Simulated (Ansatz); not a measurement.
# CHO+ (singlet): the correlation ladder, cc-pVDZ

How much of the correlation energy of CHO+ (singlet) does each wave-function method recover here?

Computed with Ansatz 0.2.0, Gaussian basis. Level: cc-pVDZ, core rule «outside noble gas», up to 2 orbitals frozen.

Plan: UHF; CCSD(T) on RHF; BCCD(T) on RHF; CISD; CCSDT(Q) on RHF; CCSDTQ on RHF; CASSCF and MRCISD+Q, 10 electrons in 9 orbitals; CASSCF and NEVPT2, 10 electrons in 9 orbitals.

4 further runs of the same task are left out: 4 set aside as unsound or not needed. Runs told in other sessions of the task aren't counted.

## Step 1: The geometry

The geometry is a PBE0/def2-TZVP stationary point (not a proven minimum) of the parent state, kept for this charge and spin.

3 atoms, charge 1, spin multiplicity 1.

Atoms are counted from 1 here; the program's logs count them from 0.

Bond lengths: O1–C2 1.265 Å, O1–H3 0.984 Å. Angles: C2–O1–H3 114.4°.

As a file:

```
O     0.0000   -0.1013    0.5002
C     0.0000    0.0736   -0.7526
H     0.0000    0.7302    1.0271
```

## Step 2: UHF

The input, in.yaml:

```yaml
crystal:
  periodic: [false, false, false]
  atoms:
    - {symbol: O, position_ang: [0.000000, -0.101264, 0.500232]}
    - {symbol: C, position_ang: [0.000000, 0.073612, -0.752550]}
    - {symbol: H, position_ang: [0.000000, 0.730231, 1.027088]}
basis:
  gaussian: {orbitals: cc-pVDZ}
total_charge: 1
magnetization: {spin_polarized: true, initial_magnetization: 0}
hamiltonian: {xc: hf}
output: {orbitals: {seedname: orbitals}}
```

Started as:

```console
> ansatz run in.yaml --threads 1 --pin off --events-out ev --progress --plain --max-ram 2816MiB --backend cpu
```

The runs that follow: CCSD(T) on RHF; BCCD(T) on RHF; CISD; CCSDT(Q) on RHF; CCSDTQ on RHF; CASSCF and MRCISD+Q, 10 electrons in 9 orbitals; CASSCF and NEVPT2, 10 electrons in 9 orbitals.

Q: Predict the results of all the runs planned. Wanted: RCCSDTQ from the RHF energy; RMP2 from RCCSDTQ; RCCSD from RCCSDTQ; RCCSD(T) from RCCSDTQ; RCCSDT(Q) from RCCSDTQ; NEVPT2 valence from RCCSDTQ; MRCISD+Q valence from RCCSDTQ; T1 diagnostic; effectively unpaired electrons.

As calculated:

| quantity | value |
| --- | --- |
| RCCSDTQ from the RHF energy | -8.4931 eV |
| RMP2 from RCCSDTQ | +855.1 meV |
| RCCSD from RCCSDTQ | +359.0 meV |
| RCCSD(T) from RCCSDTQ | +45.4 meV |
| RCCSDT(Q) from RCCSDTQ | -4.3 meV |
| NEVPT2 valence from RCCSDTQ | +1112.7 meV |
| MRCISD+Q valence from RCCSDTQ | +140.3 meV |
| levels within 1 kcal/mol (43 meV) | BCCD(T), RCCSDT, RCCSDT(Q) |
| T1 diagnostic | 0.026 |
| effectively unpaired electrons | 0.03 |

What this shows: RCCSD(T) lands +45.4 meV from the yardstick (0.5 % of the correlation energy). One determinant dominates. Of the multireference levels listed MRCISD+Q valence comes nearest in total energy (+140.3 meV), which doesn't show that its space is the better one. These misses are within one basis, not against nature.
